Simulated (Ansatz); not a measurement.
# BH2NaS: the cost of one run

Computed with Ansatz 0.2.0, Gaussian basis. Level: single points in def2-TZVPP.

Cores are frozen in the correlated methods. The outer core shell of Li, Na, Mg and K is correlated.

1 further run of the same task is left out (it didn't finish).

### 1 The starting structure

SMILES `B[S][Na]`, 5 atoms, charge 0, spin multiplicity 1.

Atoms are counted from 1 here; the program's logs count them from 0.

Bond lengths: B1–S2 1.710 Å, B1–H4 1.258 Å, B1–H5 1.258 Å, S2–Na3 2.424 Å. Angles: S2–B1–H4 113.5°, S2–B1–H5 126.8°, H4–B1–H5 119.5°, B1–S2–Na3 119.6°.

Coordinates:

```xyz
5
BH2NaS
B     0.2277    0.4003   -0.6538
S     0.5341   -0.8614    0.4590
Na   -1.0055   -1.2428    2.2926
H     0.8741    0.2914   -1.7272
H    -0.6013    1.3376   -0.5216
```

### 2 PBE-D4/def2-TZVPP

Contents of run/in.yaml:

```yaml
crystal:
  periodic: [false, false, false]
  atoms:
    - {symbol: B, position_ang: [0.227662, 0.400260, -0.653793]}
    - {symbol: S, position_ang: [0.534122, -0.861385, 0.459034]}
    - {symbol: Na, position_ang: [-1.005499, -1.242835, 2.292633]}
    - {symbol: H, position_ang: [0.874098, 0.291377, -1.727187]}
    - {symbol: H, position_ang: [-0.601258, 1.337596, -0.521606]}
basis:
  gaussian: {orbitals: def2-TZVPP}
hamiltonian: {xc: pbe, dispersion: d4}
output: {forces: true}
```

Started as:

```sh
> ansatz run in.yaml --threads 2 --pin off --events-out ev --progress --plain --max-ram 3481MiB
```

What time and memory should one allow on 2 threads of Arm Neoverse V1, shared host?

About 1.6 s, with a peak of 0.14 GiB.
